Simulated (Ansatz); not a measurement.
# PH₄+ (singlet): wave-function methods side by side at a displaced geometry (v1), 6-31G

Aim: climb from Hartree-Fock through coupled cluster and multireference methods for PH₄+ (singlet) at one geometry and basis, and see what each rung misses.

Method: 6-31G, core rule «outside noble gas», up to 5 orbitals frozen; program: Ansatz 0.2.0, Gaussian basis.

To be run: UHF; CCSD(T) on RHF; BCCD(T) on RHF; CISD; CCSDT(Q) on RHF; CISDTQ; CCSDTQ on RHF; CASSCF and MRCISD+Q, 8 electrons in 8 orbitals; CASSCF and NEVPT2, 8 electrons in 8 orbitals; Full CI.

14 further runs of the same task are left out: 1 for a known fault of the program, 5 that didn't finish, 8 set aside as unsound or not needed.

## Step 1: The geometry

The geometry is a PBE0/def2-TZVP stationary point (not a proven minimum) with its atoms shifted at random (size 0.040 Å).

5 atoms, charge 1, spin multiplicity 1.

Atoms are counted from 1 here; the program's logs count them from 0.

Bond lengths: P1–H2 1.384 Å, P1–H3 1.317 Å, P1–H4 1.436 Å, P1–H5 1.395 Å. Angles: H2–P1–H3 109.9°, H2–P1–H4 111.7°, H2–P1–H5 113.6°, H3–P1–H4 107.7°, H3–P1–H5 108.6°, H4–P1–H5 105.0°.

## Step 2: UHF

in.yaml

```yaml
crystal:
  periodic: [false, false, false]
  atoms:
    - {symbol: P, position_ang: [0.003092, -0.000113, 0.004732]}
    - {symbol: H, position_ang: [0.809432, 0.794028, 0.802080]}
    - {symbol: H, position_ang: [-0.760756, -0.763123, 0.759762]}
    - {symbol: H, position_ang: [-0.858877, 0.787259, -0.831836]}
    - {symbol: H, position_ang: [0.715190, -0.814703, -0.875414]}
basis:
  gaussian: {orbitals: 6-31G}
total_charge: 1
magnetization: {spin_polarized: true, initial_magnetization: 0}
hamiltonian: {xc: hf}
output: {orbitals: {seedname: orbitals}}
```

The run is started by

```sh
$ ansatz run in.yaml --threads 1 --pin off --events-out ev --progress --plain --max-ram 2393MiB
```

After this run come: CCSD(T) on RHF; BCCD(T) on RHF; CISD; CCSDT(Q) on RHF; CISDTQ; CCSDTQ on RHF; CASSCF and MRCISD+Q, 8 electrons in 8 orbitals; CASSCF and NEVPT2, 8 electrons in 8 orbitals; Full CI.

Q: Predict the results of all the runs planned. Wanted: FCI below the RHF energy; RMP2 from FCI; RCCSD from FCI; RCCSD(T) from FCI; RCCSDT(Q) from FCI; NEVPT2 valence from FCI; MRCISD+Q valence from FCI; T1 diagnostic; effectively unpaired electrons.

The runs gave:

| quantity | value |
| --- | --- |
| FCI below the RHF energy | -2.4765 eV |
| RMP2 from FCI | +667.1 meV |
| RCCSD from FCI | +27.0 meV |
| RCCSD(T) from FCI | +6.6 meV |
| RCCSDT(Q) from FCI | +0.1 meV |
| NEVPT2 valence from FCI | +129.7 meV |
| MRCISD+Q valence from FCI | +7.0 meV |
| levels within 1 kcal/mol (43 meV) | RCCSD, RCCSD(T), BCCD(T), RCCSDT, CISDTQ, RCCSDT(Q), RCCSDTQ, MRCISD valence, MRCISD+Q valence |
| T1 diagnostic | 0.004 |
| effectively unpaired electrons | 0.03 |

**Reading.** RCCSD(T) misses by +6.6 meV, 0.3 % of the correlation energy. One determinant dominates. Of the multireference levels listed MRCISD+Q valence comes nearest in total energy (+7.0 meV), which doesn't show that its space is the better one. These misses are within one basis, not against nature.
